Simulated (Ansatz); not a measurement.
Cost and result for the atomization energy of `N#C/C=C/F` (7 atoms, 6 bonds).

```json
{"atom": "N1", "x (Å)": "0.972", "y (Å)": "-1.859", "z (Å)": "1.434"}
{"atom": "C2", "x (Å)": "0.672", "y (Å)": "-0.890", "z (Å)": "0.887"}
{"atom": "C3", "x (Å)": "0.319", "y (Å)": "0.312", "z (Å)": "0.226"}
{"atom": "C4", "x (Å)": "-0.634", "y (Å)": "0.322", "z (Å)": "-0.698"}
{"atom": "F5", "x (Å)": "-0.971", "y (Å)": "1.436", "z (Å)": "-1.321"}
{"atom": "H6", "x (Å)": "0.844", "y (Å)": "1.222", "z (Å)": "0.492"}
{"atom": "H7", "x (Å)": "-1.203", "y (Å)": "-0.543", "z (Å)": "-1.020"}
```

The species carries charge 0 and has multiplicity 1. The geometry is a stationary point of PBE0-D4/def2-TZVP. Program: Ansatz. All runs use 2 threads of an AMD EPYC 9R45 on a shared host. Times are those of one run each, without the atoms' runs, and a repeat can differ threefold. Electronic energies, without spin–orbit coupling; frozen cores. CCSD(T)/CBS adds CCSD(T) − MP2 in def2-TZVPP to the MP2 limit, and its time is that of the two runs behind it. T1 = 0.014; the RHF reference is unstable towards UHF. HSE06 is the plane-wave form, built on full-range PBE exchange.

CCSD(T)/CBS is a level of theory with its own doubt, some kJ/mol a heavy atom from the limit and from the frozen cores, so smaller differences don't rank the functionals.

```tsv
level	functions	atomization (kcal/mol)	difference from CCSD(T)/CBS	per bond
r2SCANh-D4/def2-TZVPP	183	762.6	-4.0	-0.7
B2PLYP/def2-TZVPP	183	767.1	0.5	0.1
CCSD(T)/CBS(def2)	–	766.6	0.0	0.0
CCSD(T)/def2-TZVPP	183	744.9	-21.7	-3.6
ωB97M-V/def2-TZVPP (with forces)	183	772.9	6.3	1.0
PBE-D4/def2-TZVPP (with forces)	183	810.4	43.8	7.3
MP2/def2-QZVPP	345	787.5	20.9	3.5
revPBE-D4/def2-TZVPP	183	783.7	17.1	2.8
CCSD(T)/def2-SVP	80	732.4	-34.2	-5.7
CAM-B3LYP-D4/def2-TZVPP	183	774.2	7.6	1.3
LDA (SPW92)/def2-TZVPP	183	910.2	143.6	23.9
HSE06-D4/def2-TZVPP	183	780.1	13.5	2.3
PBE-QIDH/def2-TZVPP	183	766.0	-0.6	-0.1
```

Problem. Order the runs by time, with rough figures. (An estimate is asked.)

Solution. Ansatz gave: LDA (SPW92)/def2-TZVPP 0.45 s; revPBE-D4/def2-TZVPP 0.65 s; PBE-D4/def2-TZVPP (with forces) 0.85 s; HSE06-D4/def2-TZVPP 0.95 s; CAM-B3LYP-D4/def2-TZVPP 1 s; CCSD(T)/def2-SVP 1.2 s; r2SCANh-D4/def2-TZVPP 1.4 s; B2PLYP/def2-TZVPP 1.6 s; PBE-QIDH/def2-TZVPP 1.6 s; ωB97M-V/def2-TZVPP (with forces) 2.8 s; MP2/def2-QZVPP 5.5 s; CCSD(T)/def2-TZVPP 17 s; CCSD(T)/CBS(def2) 23 s.

From BLYP to BHLYP (50 % exact exchange), in def2-TZVPP and without D4, the atomization energy moves by −49.9 kcal/mol: exact exchange takes away binding that semilocal exchange gives to molecules. In def2-TZVPP, CCSD(T) changes the Hartree–Fock value by +221.6 kcal/mol (the triples alone add +18.8 kcal/mol) and MP2 by +251.4 kcal/mol; breaking electron pairs costs correlation energy, which Hartree–Fock lacks. The D4 term adds +4.1 kcal/mol with B3LYP and +2.1 kcal/mol with PBE0; it sums over pairs of atoms, weighted by their polarisabilities, and B3LYP, whose exchange is more repulsive, gets the larger term.

B3LYP here is the variant with VWN-RPA as its local correlation; programs differ in this.
